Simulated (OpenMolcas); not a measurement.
**How basis sets differ on C2H2F2 (1,2-difluoroethene)**

C2H2F2: 6 atoms, total charge 0, spin state singlet. SMILES: `F/C=C\F`. The coordinates come from a GFN2-xTB relaxation.

Quantity: the dipole moment, in D. The values are calculated.

| level | kind | program | value (D) |
| --- | --- | --- | --- |
| HF/ANO-L-MB | Hartree–Fock | OpenMolcas | 2.48 |
| HF/STO-3G | Hartree–Fock | OpenMolcas | 1.58 |
| HF/3-21G | Hartree–Fock | OpenMolcas | 3.02 |
| HF/def2-SVP | Hartree–Fock | OpenMolcas | 2.86 |

The values span 1.58 to 3.02 D. Sets without polarisation functions give poor dipoles.
